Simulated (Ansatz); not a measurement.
# CH5AlSi: the cost of one run

Program: Ansatz 0.2.0, Gaussian basis. Level of theory: single points in def2-TZVPP. These are calculated values, not measurements.

Cores are frozen in the correlated methods.

## Step 1: The system as given

8 atoms, charge 0, spin multiplicity 1.

Atoms are counted from 1 here; the program's logs count them from 0.

Bond lengths: C1–Si2 1.743 Å, C1–H4 1.073 Å, C1–H5 1.021 Å, Si2–Al3 2.456 Å, Si2–H6 1.481 Å, Al3–H7 1.624 Å, Al3–H8 1.642 Å. Angles: Si2–C1–H4 117.8°, Si2–C1–H5 124.0°, H4–C1–H5 117.9°, C1–Si2–Al3 129.1°, C1–Si2–H6 115.2°, Al3–Si2–H6 115.3°, Si2–Al3–H7 118.8°, Si2–Al3–H8 130.5°, H7–Al3–H8 110.1°.

Coordinates:

```mol
CH5AlSi
  3D, bonds by distance, orders not assigned

  8  7  0  0  0  0  0  0  0  0999 V2000
   -1.3331    0.9029   -0.9915 C   0  0
   -0.0054    0.6908    0.1180 Si  0  0
    1.1616   -1.3726    0.7592 Al  0  0
   -1.8453    1.8453   -0.9836 H   0  0
   -1.7124    0.1578   -1.5779 H   0  0
    0.5931    1.9434    0.6329 H   0  0
    2.5416   -1.2592    1.6077 H   0  0
    0.9147   -2.9259    0.2892 H   0  0
  1  2  8  0
  1  4  8  0
  1  5  8  0
  2  3  8  0
  2  6  8  0
  3  7  8  0
  3  8  8  0
M  END
```

## Step 2: PBE-D4/def2-TZVPP

The input, run/in.yaml:

```yaml
crystal:
  periodic: [false, false, false]
  atoms:
    - {symbol: C, position_ang: [-1.333123, 0.902866, -0.991547]}
    - {symbol: Si, position_ang: [-0.005358, 0.690779, 0.117975]}
    - {symbol: Al, position_ang: [1.161644, -1.372561, 0.759202]}
    - {symbol: H, position_ang: [-1.845270, 1.845272, -0.983622]}
    - {symbol: H, position_ang: [-1.712449, 0.157796, -1.577900]}
    - {symbol: H, position_ang: [0.593115, 1.943387, 0.632885]}
    - {symbol: H, position_ang: [2.541591, -1.259168, 1.607718]}
    - {symbol: H, position_ang: [0.914689, -2.925850, 0.289211]}
basis:
  gaussian: {orbitals: def2-TZVPP}
hamiltonian: {xc: pbe, dispersion: d4}
output: {forces: true}
```

The run is started by

```
ansatz run in.yaml --threads 2 --pin off --events-out ev --progress --plain --max-ram 3481MiB
```

**Question.** How long does this run take on 2 threads of Arm Neoverse V2, shared host, and how much memory does it need?

About 2 s, with a peak of 0.19 GiB.
